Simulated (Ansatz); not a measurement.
```yaml
crystal:
  periodic: [false, false, false]
  atoms:
    - {symbol: C, position_ang: [-0.478253, 1.962548, 1.559652]}
    - {symbol: C, position_ang: [-0.082048, 0.817549, 1.087298]}
    - {symbol: C, position_ang: [0.319751, -0.322666, 0.606013]}
    - {symbol: C, position_ang: [0.567598, -0.582676, -0.850323]}
    - {symbol: N, position_ang: [-0.221622, -1.724324, -1.288555]}
    - {symbol: H, position_ang: [-1.533438, 2.194497, 1.663965]}
    - {symbol: H, position_ang: [0.233604, 2.721287, 1.869114]}
    - {symbol: H, position_ang: [0.473148, -1.162698, 1.280339]}
    - {symbol: H, position_ang: [0.387601, 0.343364, -1.413532]}
    - {symbol: H, position_ang: [1.624305, -0.840381, -0.985229]}
    - {symbol: H, position_ang: [-1.208525, -1.501371, -1.245923]}
    - {symbol: H, position_ang: [-0.005221, -1.960328, -2.248721]}
basis:
  gaussian: {orbitals: def2-TZVPP}
hamiltonian: {xc: {name: wB97M-V}}
scf: {lower_state_search: full}
```

```sh
$ ansatz run in.yaml --threads 4 --pin off --events-out ev --progress --plain --max-ram 10444MiB
```

Shortened log:

```
Functional definition: wB97M-V
1288 factors; their error is unknown
333 factors; integrals over basis functions are off by at most 1.0e-5 eV
mean field evaluation 1: about -5743.9968 eV, gradient 5.2e1 eV
mean field evaluation 2: about -5746.4663 eV, gradient 4.1e1 eV
mean field evaluation 4: about -5749.8098 eV, gradient 1.7e0 eV
mean field evaluation 8: about -5749.8274 eV, gradient 1.8e-1 eV
mean field evaluation 16: about -5749.8122 eV, gradient 2.8e-4 eV
mean field -5749.81221962 eV, -211.3017017084 hartree, gradient 1.5e-5 eV, S^2 0.000000; 0 other end points of the search recorded, 0 dependent functions left out
reference -5749.81226954 eV, -211.3017035427 hartree; 19, 19 occupied and 234, 234 virtual orbitals, 1288 factors
Total energy: -5749.81226954 eV, -211.3017035427 hartree
```

Run time 6.5 s (4 threads of an Arm Neoverse V2 on a shared host); peak host memory 0.58 GiB.
